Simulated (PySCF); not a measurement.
# PBE0/STO-3G run of CH5Al (SMILES [H][Al]([H])[CH3])

What is the vertical ionisation energy of CH5Al at PBE0/STO-3G? The job is set up through a Python script.

The calculation is run with PySCF 2.14.0.

9 further runs of the same task are left out: 1 that didn't finish, 8 set aside as unsound or not needed.

### Step 1. Starting point

The species is CH5Al (7 atoms), meant as a singlet with charge 0. As SMILES, `[H][Al]([H])[CH3]`. The shape comes from GFN2-xTB, which is rough for such elements, and wasn't checked as a minimum.

Bond lengths: Al1–C4 1.985 Å, Al1–H2 1.551 Å, Al1–H3 1.551 Å, C4–H5 1.097 Å, C4–H6 1.098 Å, C4–H7 1.098 Å. Angles: Al1–C4–H5 113.2°, Al1–C4–H6 112.2°, Al1–C4–H7 112.2°, H2–Al1–C4 123.8°, H3–Al1–C4 123.7°, H5–C4–H6 106.1°, H5–C4–H7 105.9°, H6–C4–H7 106.7°, H2–Al1–H3 112.5°.

### Step 2. The energy at PBE0/STO-3G

The input, calc.py:

```python
from pyscf import gto, dft

system = gto.Mole()
system.atom = [
    ('Al', (0.532240, 0.925980, -0.002840)),
    ('H', (2.079610, 1.030730, 0.039470)),
    ('H', (-0.157080, 2.315610, -0.032820)),
    ('C', (-0.456800, -0.794540, -0.002750)),
    ('H', (-0.578610, -1.223840, -1.005100)),
    ('H', (-1.469240, -0.690290, 0.408830)),
    ('H', (0.049890, -1.563640, 0.595200)),
]
system.max_memory = 1860
system.basis = 'sto-3g'
system.spin = 0
system.verbose = 3
system.charge = 0
system.build()

mf = dft.RKS(system)
mf.xc = 'pbe0'
mf.grids.level = 5
mf.conv_tol = 1e-10
mf.kernel()
if not mf.converged:
    mf = mf.newton().run(mf.mo_coeff, mf.mo_occ)

energy = mf.e_tot
print('E = %.10f Eh' % energy)
```

Run with:

```
OMP_NUM_THREADS=1 python calc.py
```

The log of the run:

```text
converged SCF energy = -279.967162906287
E = -279.9671629063 Eh
```

Run time: 2.5 s. Hardware: 1 thread of Arm Neoverse V2, shared host; peak memory 0.2 GiB.

### Step 3. The doublet cation, same level

The input, calc.py:

```python
from pyscf import gto, dft

molecule = gto.Mole()
molecule.atom = '''
Al     1.005788     1.749849    -0.005367
H      3.929893     1.947797     0.074587
H     -0.296838     4.375869    -0.062021
C     -0.863227    -1.501463    -0.005197
H     -1.093414    -2.312722    -1.899364
H     -2.776461    -1.304459     0.772577
H      0.094278    -2.954851     1.124765
'''
molecule.charge = 1
molecule.unit = 'bohr'
molecule.max_memory = 1860
molecule.spin = 1
molecule.verbose = 3
molecule.basis = 'sto-3g'
molecule.build()

mf = dft.UKS(molecule)
mf.xc = 'pbe0'
mf.grids.level = 5
mf.conv_tol = 1e-10
mf.kernel()
if not mf.converged:
    mf = mf.newton().run(mf.mo_coeff, mf.mo_occ)

e_final = mf.e_tot
print(f'total energy: {e_final:.8f} hartree')
```

Run with:

```
OMP_NUM_THREADS=1 python calc.py
```

The log of the run:

```text
converged SCF energy = -279.641371527695  <S^2> = 0.76685924  2S+1 = 2.0167888
total energy: -279.64137153 hartree
```

Wall time 6.3 s (1 thread of Arm Neoverse V2, shared host); peak memory 0.21 GiB.

### Step 4. Results

At PBE0/STO-3G:

| quantity | value |
| --- | --- |
| singlet CH5Al: total energy | -279.96716 Eh |
| singlet CH5Al: dipole moment | 0.21 D |
| singlet CH5Al: HOMO energy | -5.66 eV |
| singlet CH5Al: LUMO energy | 4.34 eV |
| singlet CH5Al: HOMO–LUMO gap | 10.01 eV |
| doublet cation: total energy | -279.64137 Eh |
| doublet cation: HOMO energy (highest over α and β) | -12.79 eV |
| doublet cation: LUMO energy (lowest over α and β) | -11.88 eV |
| doublet cation: ⟨S²⟩ | 0.767 |
| vertical ionisation energy (to the doublet cation) | 8.865 eV |

The vertical ionisation energy comes to 8.87 eV (855 kJ/mol). The negative HOMO energy of the first species, 5.66 eV, lies 3.20 eV below that difference. In a minimal basis such a difference can be off by several eV, whatever the method. Mulliken charges (doublet cation) run from -0.43 on C4 to +1.00 on Al1.
